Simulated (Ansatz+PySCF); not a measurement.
**singlet CS: levels of theory in one basis**

```xyz
2

C     0.0000    0.0000   -2.2330
S     0.0000    0.0000    0.8374
```

Basis set: 6-31G (spherical functions). Left uncorrelated: 6 orbitals. Charge 0, multiplicity 1.

Computed with Ansatz (development build ahead of 0.2.0); each method stands on the lowest determinant of its kind that the runs found. NEVPT2 correlates all electrons. Active spaces start from the frontier orbitals, and the lowest solution found is given.

| method | E − E(RHF) (eV) | <S²> of the determinant |
| --- | --- | --- |
| RHF | 0.00 | 0.00 |
| UHF | -4.05 | 2.00 |
| RHF-MP2 | -1.98 | – |
| UHF-MP2 | -5.21 | 2.00 |
| RHF-CCSD | -2.96 | – |
| RHF-CCSD(T) | -3.06 | – |
| UHF-CCSD(T) | -5.84 | 2.00 |
| full CI (lowest root of this spin) | -6.12 | – |
| CASSCF(10,8) | -4.79 | – |
| SC-NEVPT2(10,8) | -5.76 | – |

Problem. What does RHF-CCSDT(Q) give on the same scale?

Solution. -3.13 eV.

At such a shape the full CI root can have another spatial symmetry than the determinants, so the rows needn't describe one state.

Problem. Is a single determinant a sound starting point here?

Solution. It is doubtful. Unrestricted orbitals lower Hartree–Fock by 4.05 eV and <S²> is 2.00 where a pure state has 0.00, a sign of strong static correlation. The CASSCF(10,8) natural occupations are 2.00, 1.96, 1.52, 1.46, 1.46, 0.56, 0.56, 0.50.

Caution: another spin multiplicity may lie lower. Caution for RHF, RHF-MP2, RHF-CCSD, RHF-CCSD(T), RHF-CCSDT(Q): an unrestricted determinant lies well below. Caution for UHF, UHF-MP2, UHF-CCSD(T): the unrestricted determinant is a mixture of spin states. Caution for RHF-MP2, UHF-MP2, RHF-CCSD, RHF-CCSD(T), UHF-CCSD(T), RHF-CCSDT(Q): bonds are stretched, where a single reference can fail. Caution for UHF-MP2, UHF-CCSD(T): a plain start can end on a higher determinant. Caution for RHF-CCSDT(Q): another reference gives a lower total.
